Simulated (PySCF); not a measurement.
**PH5S, a complex of two parts: interaction energy**

What interaction energy should one expect for `S` with `P`?

Computed with PySCF 2.14.0; each step states its level. No surroundings beyond the atoms listed, unless a continuum is named. Atoms count from 0, parts from 1.

### Step 1. Starting point

7 atoms, charge 0, multiplicity 1; geometry: GFN1-xTB. Parts: 1 = atoms 0–2, `S`, charge 0; 2 = atoms 3–6, `P`, charge 0.

### Step 2. Relaxing the molecule at PBE0-D3(BJ)/def2-SVPD

What the job is given:

```
{"job": {"xc": "PBE0", "basis": "def2-SVPD", "d3": "d3bj", "grid": 2, "kind": "geom", "shake": 0.01}, "charge": 0, "multiplicity": 1, "parts": [{"atoms": "0-2", "charge": 0, "multiplicity": 1}, {"atoms": "3-6", "charge": 0, "multiplicity": 1}]}
S      0.574434     0.364320    -0.186875
H     -0.760864     0.283553    -0.019305
H      0.761791    -0.826619     0.270378
P     -3.244065     0.089274     0.295691
H     -3.947063     1.226095    -0.133630
H     -4.145676    -0.740296    -0.407038
H     -4.033363    -0.002872     1.458131
```

On the command line:

```
$ OMP_NUM_THREADS=1 python cluster_run.py task.json out
```

The driver reads the jobs from task.json and runs them one after another.

**Question.** The jobs that follow are: CCSD(T)/aug-cc-pVDZ and MP2/aug-cc-pVTZ counterpoise interaction energy, frozen core, gas phase. Predict: point group; rotational constants (main isotopes); interaction energy, CCSD(T) limit estimate; MP2/aug-cc-pVTZ; T1 diagnostic.

**Answer**, as computed:

```
                                  quantity                  value
                               point group                     Cs
      rotational constants (main isotopes)  82.20, 1.74, 1.73 GHz
interaction energy, CCSD(T) limit estimate         -1.29 kcal/mol
                           MP2/aug-cc-pVTZ         -1.47 kcal/mol
                             T1 diagnostic                 0.0114
```

**Reading.** Relaxing lowered the energy by 0.102 eV in 3 steps; the close pair that moved most is S0–H2, from 1.289 to 1.349 Å. The estimate adds CCSD(T) less MP2 in the small basis (+0.34 kcal/mol) to extrapolated MP2. Hartree-Fock gives 0.76 against -1.29 kcal/mol, so correlation carries all of the binding.
